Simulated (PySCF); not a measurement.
Reaction (SMILES): C=CC → C=[C-]C + H+
B3LYP-D3(BJ)/def2-TZVP geometries, fixed; electronic energies without zero-point terms.
Largest species:
```xyz
9

C      1.2882     0.1370     0.0119
C      0.0047     0.4726     0.0011
H      1.6023    -0.9010     0.0124
H      2.0710     0.8846     0.0207
H     -0.2612     1.5267     0.0011
C     -1.1384    -0.4921    -0.0114
H     -0.7888    -1.5254    -0.0106
H     -1.7831    -0.3471     0.8604
H     -1.7673    -0.3432    -0.8940
```

Effect of the grid level at PBE0/aug-cc-pVTZ with PySCF, against the last row, where the deprotonation energy is 414.61 kcal/mol. The proton leaves the site shown, which need not be the most acidic. Cost is core time over that of grids.level: 0, rough, on shared machines of one kind.

```json
[
 {"setting": "grids.level: 0", "grid points, largest species": "6984", "largest shift of a total energy (mEh)": "-5.240", "shift of the deprotonation energy (kcal/mol)": "0.248", "cost": "1×"},
 {"setting": "grids.level: 1", "grid points, largest species": "30376", "largest shift of a total energy (mEh)": "0.018", "shift of the deprotonation energy (kcal/mol)": "-0.003", "cost": "1×"},
 {"setting": "grids.level: 2", "grid points, largest species": "65856", "largest shift of a total energy (mEh)": "0.003", "shift of the deprotonation energy (kcal/mol)": "0.003", "cost": "2×"},
 {"setting": "grids.level: 3", "grid points, largest species": "101208", "largest shift of a total energy (mEh)": "0.004", "shift of the deprotonation energy (kcal/mol)": "0.004", "cost": "2×"},
 {"setting": "grids.level: 4", "grid points, largest species": "180072", "largest shift of a total energy (mEh)": "0.000", "shift of the deprotonation energy (kcal/mol)": "0.000", "cost": "3×"},
 {"setting": "grids.level: 5", "grid points, largest species": "270176", "largest shift of a total energy (mEh)": "0.000", "shift of the deprotonation energy (kcal/mol)": "0.000", "cost": "5×"},
 {"setting": "grids.level: 7", "grid points, largest species": "560504", "largest shift of a total energy (mEh)": "0.000", "shift of the deprotonation energy (kcal/mol)": "0.000", "cost": "8×"}
]
```

Within 0.02 kcal/mol in the deprotonation energy: grids.level: 1; grids.level: 2; grids.level: 3; grids.level: 4; grids.level: 5. The largest shift is 5.240 mEh in a total energy and 0.248 kcal/mol in the difference.
